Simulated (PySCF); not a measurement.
# Spin states of Al2

Unrestricted PBE0; basis Al def2-SVP; no relativity; PySCF 2.14. Outer shells of the fragments: Al 3s2 3p1; Al 3s2 3p1.

Followed along the bond (rough minima from three points):

```
2Ms+1  unpaired  ⟨S²⟩ at the start  R at minimum (Å)  Te (eV)
    3  σ ↑, π ↑               2.01              2.74     0.00
    3      π ↑↑               2.01              2.48     0.06
    1  σ ↓, π ↑               1.03              2.72     0.11
    1      π ↑↓               1.01              2.50     0.24
    1      none               0.00              2.54     0.79
```

Solutions found at the starting distance of 2.390 Å, counted from the lowest of them; the search is not exhaustive and high or unbound solutions are not listed, so other states can lie among these:

| 2Ms+1 | unpaired | term | E (eV) | ⟨S²⟩ | ⟨Lz²⟩ |
| --- | --- | --- | --- | --- | --- |
| 3 | π ↑↑ | ³Σ⁻ | 0.00 | 2.01 | 0.00 |
| 1 | π ↑↓ | mixed | 0.18 | 1.01 | 2.01 |
| 3 | σ ↑, π ↑ | ³Π | 0.24 | 2.01 | 1.00 |
| 1 | σ ↓, π ↑ | mixed | 0.33 | 1.03 | 1.00 |
| 1 | none | mixed | 0.77 | 0.00 | 2.00 |
| 3 | σ ↑↑, π ↑↓ | mixed | 2.06 | 3.01 | 2.01 |
| 3 | π ↑↑ | mixed | 2.29 | 2.01 | 2.01 |
| 1 | σ ↓↓, π ↑↑ | mixed | 2.35 | 2.01 | 0.00 |
| 3 | σ ↑, π ↑ | ³Π | 2.81 | 2.03 | 1.00 |
| 1 | σ ↓, π ↑ | mixed | 3.15 | 1.04 | 1.00 |

A term symbol is given only where ⟨S²⟩ and ⟨Lz²⟩ are close to those of a pure state; the other rows mix spins, or terms through real π, δ and φ orbitals, and g/u labels are left off.

Question: Compare the gap between the two lowest followed solutions at the starting distance with the gap between their minima.

Answer: At PBE0 the second solution (triplet, unpaired electrons π ↑↑) lies -0.24 eV from the first (triplet, unpaired electrons σ ↑, π ↑) at 2.390 Å and +0.06 eV at the minima; the two curves relax by different amounts, since their minima lie near 2.48 and 2.74 Å.

Counting both spins, an empty level lies below a filled one in some of these solutions, because spin and occupation are held.
